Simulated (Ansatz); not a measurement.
One starting cell of MgO (a generated trial cell of MgO in the GeS structure type) was relaxed twice with Ansatz (plane waves, PAW, scalar-relativistic): with r2SCAN at 500 eV and with PBE at 420 eV. The r2SCAN result:

```yaml
crystal:
  lattice:
    - [0.00000, 2.10223, 2.10223]
    - [2.10223, 0.00000, 2.10223]
    - [2.10223, 2.10223, 0.00000]
  atoms:
    - { symbol: Mg, position: [0.50000, 0.50000, 0.50000] }
    - { symbol: O, position: [0.00000, 0.00000, 0.00000] }
```

```
quantity                          r2SCAN    PBE
--------------------------------  ------  -----
space group                        Fm-3m  Fm-3m
volume (Å³/atom)                    9.29   9.62
a (Å)                              4.204  4.254
gap (eV, no spin-orbit coupling)    5.68   4.46
```

Both levels end in the same structure; PBE's volume is 3.6 % larger; its gap is 1.22 eV smaller. Neither column is exact.

No spin polarisation in the result.

Measured for MgO: a 4.189 Å (static lattice; corrected from measurement; as listed in Daniel Mejia-Rodriguez, S. B. Trickey, Phys. Rev. B (2018)); gap 8.36 eV (static lattice; corrected from measurement; as listed in Wei Chen et al., Physical Review Materials (2018)). Computed minus measured — a: r2SCAN +0.4 %, PBE +1.5 %; gap: r2SCAN -2.68 eV, PBE -3.90 eV. The computed values are for a static lattice, and a measured gap can be an optical one, lowered by exciton binding.

The run could not lose the symmetry of its start.

Ansatz is a first-principles code.
